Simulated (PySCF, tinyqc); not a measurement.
Inside a calculation. Method: FCI on RHF in the sto-3g basis, for HF, spin multiplicity 1. The lowest restricted solution is unstable here: a spin-polarised one lies 0.1422 hartree lower (PySCF). One step of it, computed by the program tinyqc.

Problem. FCI: determinants and Hamiltonian. Slater-Condon rules over spin orbitals, with the nuclear repulsion added and E(HF) subtracted on the diagonal. Only determinants linked to the reference directly or through others are kept (one block of an abelian symmetry group), so some states are absent.

one-electron integrals over orbitals h = C^T H C (hartree):
$$\begin{pmatrix}
-40.305249 & 0.735095 & 0.000000 & 0.000000 & -0.051114 & -0.058666 \\
0.735095 & -9.086429 & 0.000000 & 0.000000 & 0.257374 & 0.358748 \\
0.000000 & 0.000000 & -8.491846 & 0.000000 & 0.000000 & 0.000000 \\
0.000000 & 0.000000 & 0.000000 & -8.491846 & 0.000000 & 0.000000 \\
-0.051114 & 0.257374 & 0.000000 & 0.000000 & -6.018831 & 2.688832 \\
-0.058666 & 0.358748 & 0.000000 & 0.000000 & 2.688832 & -5.624369
\end{pmatrix}$$

Two-electron integrals over orbitals (pq|rs), unique and non-zero (hartree):
```
(11|11) 5.365391    (21|11) -0.531410   (21|21) 0.082898    (22|11) 1.256152
(22|21) -0.024176   (22|22) 0.892923    (31|31) 0.029504    (32|31) 0.040661
(32|32) 0.194148    (33|11) 1.264034    (33|21) -0.015487   (33|22) 0.907097
(33|33) 0.997514    (41|41) 0.029504    (42|41) 0.040661    (42|42) 0.194148
(43|43) 0.053770    (44|11) 1.264034    (44|21) -0.015487   (44|22) 0.907097
(44|33) 0.889973    (44|44) 0.997514    (51|11) 0.039202    (51|21) -0.006128
(51|22) 0.001954    (51|33) 0.001160    (51|44) 0.001160    (51|51) 0.015011
(52|11) -0.058888   (52|21) 0.001859    (52|22) -0.031652   (52|33) -0.034351
(52|44) -0.034351   (52|51) 0.020599    (52|52) 0.109269    (53|31) -0.002745
(53|32) -0.011592   (53|53) 0.028874    (54|41) -0.002745   (54|42) -0.011592
(54|54) 0.028874    (55|11) 0.798843    (55|21) -0.007818   (55|22) 0.619606
(55|33) 0.606486    (55|44) 0.606486    (55|51) -0.000268   (55|52) 0.000144
(55|55) 0.596548    (61|11) 0.043452    (61|21) -0.006809   (61|22) 0.001962
(61|33) 0.001341    (61|44) 0.001341    (61|51) -0.014352   (61|52) -0.021153
(61|55) 0.001435    (61|61) 0.015720    (62|11) -0.064796   (62|21) 0.001913
(62|22) -0.036553   (62|33) -0.037772   (62|44) -0.037772   (62|51) -0.020031
(62|52) -0.093854   (62|55) -0.014839   (62|61) 0.019967    (62|62) 0.092106
(63|31) -0.002933   (63|32) -0.012322   (63|53) -0.026106   (63|63) 0.026729
(64|41) -0.002933   (64|42) -0.012322   (64|54) -0.026106   (64|64) 0.026729
(65|11) -0.482852   (65|21) 0.007646    (65|22) -0.304601   (65|33) -0.299559
(65|44) -0.299559   (65|51) 0.000896    (65|52) 0.043289    (65|55) -0.076110
(65|61) -0.002396   (65|62) 0.012852    (65|65) 0.289962    (66|11) 0.770127
(66|21) -0.008078   (66|22) 0.588052    (66|33) 0.576639    (66|44) 0.576639
(66|51) 0.004709    (66|52) 0.022329    (66|55) 0.595026    (66|61) -0.003671
(66|62) -0.030645   (66|65) -0.035418   (66|66) 0.607493
```

nuclear repulsion = 2.67411280 hartree

Hartree-Fock energy = -98.31717195 hartree

Give: determinants; H - E(HF) between determinants.

Solution.

Occupation strings over the orbitals (2 doubly, a alpha, b beta, 0 empty; spin orbitals ordered 1a 1b 2a 2b ...): 222220 2222ab 2a222b a2222b 2222ba 2b222a b2222a 222202 2a22b2 a222b2 222022 220222 2b22a2 202222 ab2222 b222a2 ba2222 022222

H - E(HF) between determinants (hartree):
```
         222220   2222ab   2a222b   a2222b   2222ba   2b222a   b2222a   222202
222220   0.0000   0.0000   0.0000   0.0000   0.0000   0.0000   0.0000   0.2900
2222ab   0.0000   0.1738  -0.0095  -0.0071  -0.2900  -0.0129   0.0024   0.0407
2a222b   0.0000  -0.0095   1.0355   0.0280  -0.0129  -0.0921  -0.0200  -0.0433
a2222b   0.0000  -0.0071   0.0280  25.3136   0.0024  -0.0200  -0.0157  -0.0009
2222ba   0.0000  -0.2900  -0.0129   0.0024   0.1738  -0.0095  -0.0071  -0.0407
2b222a   0.0000  -0.0129  -0.0921  -0.0200  -0.0095   1.0355   0.0280   0.0433
b2222a   0.0000   0.0024  -0.0200  -0.0157  -0.0071   0.0280  25.3136   0.0009
222202   0.2900   0.0407  -0.0433  -0.0009  -0.0407   0.0433   0.0009   0.3615
2a22b2  -0.0129   0.0433  -0.2692   0.0076  -0.0158   0.0939   0.0200   0.0317
a222b2   0.0024   0.0009   0.0076  -0.4474  -0.0051   0.0212   0.0144   0.0121
222022   0.0267   0.0261   0.0123   0.0029  -0.0261  -0.0123  -0.0029   0.0289
220222   0.0267   0.0261   0.0123   0.0029  -0.0261  -0.0123  -0.0029   0.0289
2b22a2   0.0129  -0.0158   0.0939   0.0200   0.0433  -0.2692   0.0076  -0.0317
202222   0.0921   0.0939   0.0059  -0.0019  -0.0939  -0.0059   0.0019   0.1093
ab2222  -0.0200  -0.0200   0.0019  -0.0342   0.0212  -0.0056   0.0068  -0.0206
b222a2  -0.0024  -0.0051   0.0212   0.0144   0.0009   0.0076  -0.4474  -0.0121
ba2222   0.0200   0.0212  -0.0056   0.0068  -0.0200   0.0019  -0.0342   0.0206
022222   0.0157   0.0144   0.0068  -0.0471  -0.0144  -0.0068   0.0471   0.0150

         2a22b2   a222b2   222022   220222   2b22a2   202222   ab2222   b222a2
222220  -0.0129   0.0024   0.0267   0.0267   0.0129   0.0921  -0.0200  -0.0024
2222ab   0.0433   0.0009   0.0261   0.0261  -0.0158   0.0939  -0.0200  -0.0051
2a222b  -0.2692   0.0076   0.0123   0.0123   0.0939   0.0059   0.0019   0.0212
a2222b   0.0076  -0.4474   0.0029   0.0029   0.0200  -0.0019  -0.0342   0.0144
2222ba  -0.0158  -0.0051  -0.0261  -0.0261   0.0433  -0.0939   0.0212   0.0009
2b222a   0.0939   0.0212  -0.0123  -0.0123  -0.2692  -0.0059  -0.0056   0.0076
b2222a   0.0200   0.0144  -0.0029  -0.0029   0.0076   0.0019   0.0068  -0.4474
222202   0.0317   0.0121   0.0289   0.0289  -0.0317   0.1093  -0.0206  -0.0121
2a22b2   1.2532   0.0283   0.0116   0.0116  -0.1093   0.0635   0.0019  -0.0206
a222b2   0.0283  25.5285   0.0027   0.0027  -0.0206  -0.0019  -0.0907  -0.0150
222022   0.0116   0.0027   0.5575   0.0538  -0.0116   0.1941  -0.0407  -0.0027
220222   0.0116   0.0027   0.0538   0.5575  -0.0116   0.1941  -0.0407  -0.0027
2b22a2  -0.1093  -0.0206  -0.0116  -0.0116   1.2532  -0.0635   0.0099   0.0283
202222   0.0635  -0.0019   0.1941   0.1941  -0.0635   2.3953  -0.0119   0.0019
ab2222   0.0019  -0.0907  -0.0407  -0.0407   0.0099  -0.0119  26.8545   0.0061
b222a2  -0.0206  -0.0150  -0.0027  -0.0027   0.0283   0.0019   0.0061  25.5285
ba2222   0.0099   0.0061   0.0407   0.0407   0.0019   0.0119  -0.0829  -0.0907
022222   0.0061  -0.0274   0.0295   0.0295  -0.0061   0.0829   0.4953   0.0274

         ba2222   022222
222220   0.0200   0.0157
2222ab   0.0212   0.0144
2a222b  -0.0056   0.0068
a2222b   0.0068  -0.0471
2222ba  -0.0200  -0.0144
2b222a   0.0019  -0.0068
b2222a  -0.0342   0.0471
222202   0.0206   0.0150
2a22b2   0.0099   0.0061
a222b2   0.0061  -0.0274
222022   0.0407   0.0295
220222   0.0407   0.0295
2b22a2   0.0019  -0.0061
202222   0.0119   0.0829
ab2222  -0.0829   0.4953
b222a2  -0.0907   0.0274
ba2222  26.8545  -0.4953
022222  -0.4953  55.0598
```
